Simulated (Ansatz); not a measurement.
Process, species as SMILES: OCl (OH-Cl) → HClO+ (doublet, bonded as OCl) + e-
B3LYP-D3(BJ)/def2-TZVP geometries, fixed; electronic energies without zero-point terms.

Basis-set convergence of the adiabatic ionisation energy at CCSD(T) with Ansatz (an electronic-structure program). Cartesian d functions, on some or all atoms, in 6-31G*, 6-31+G*, 6-311G**, 6-311+G**; all else is spherical. Cores are frozen. Open shells are unrestricted. No added dispersion term, no relativity. Functions are those of the species that has most. Reference: Hartree-Fock in cc-pV(Q+d)Z plus the correlation part extrapolated as X^-3 from cc-pV(T+d)Z and cc-pV(Q+d)Z, 11.158 eV, itself unsure by roughly 0.039 eV (a third of the extrapolation step and of the last Hartree-Fock step). Deviations are taken from unrounded values.

```tsv
basis	functions	adiabatic ionisation energy (eV)
6-31G*	36	10.611
6-31+G*	44	10.763
def2-SVP	37	10.699
def2-SVPD	58	11.065
pcseg-1	37	10.886
aug-pcseg-1	59	11.010
cc-pV(D+d)Z	42	10.654
aug-cc-pV(D+d)Z	64	10.965
6-311G**	51	10.728
6-311+G**	59	10.836
def2-TZVP	74	10.904
def2-TZVPD	95	10.965
pcseg-2	78	10.927
aug-pcseg-2	119	11.008
cc-pV(T+d)Z	83	10.900
aug-cc-pV(T+d)Z	124	11.023
def2-TZVPP	87	10.934
def2-TZVPPD	108	10.987
def2-QZVPP	157	11.060
def2-QZVPPD	178	11.073
```

What the diffuse functions change, pair by pair:
- 6-31G* to 6-31+G*: 8 more functions, deviation -0.547 to -0.395 eV
- def2-SVP to def2-SVPD: 21 more functions, deviation -0.459 to -0.093 eV
- pcseg-1 to aug-pcseg-1: 22 more functions, deviation -0.272 to -0.148 eV
- cc-pV(D+d)Z to aug-cc-pV(D+d)Z: 22 more functions, deviation -0.504 to -0.193 eV
- 6-311G** to 6-311+G**: 8 more functions, deviation -0.430 to -0.322 eV
- def2-TZVP to def2-TZVPD: 21 more functions, deviation -0.254 to -0.193 eV
- pcseg-2 to aug-pcseg-2: 41 more functions, deviation -0.231 to -0.150 eV
- cc-pV(T+d)Z to aug-cc-pV(T+d)Z: 41 more functions, deviation -0.258 to -0.135 eV
- def2-TZVPP to def2-TZVPPD: 21 more functions, deviation -0.224 to -0.171 eV
- def2-QZVPP to def2-QZVPPD: 21 more functions, deviation -0.098 to -0.085 eV

They bring the value nearer the reference by more than 0.039 eV in 9 of 10 pairs.
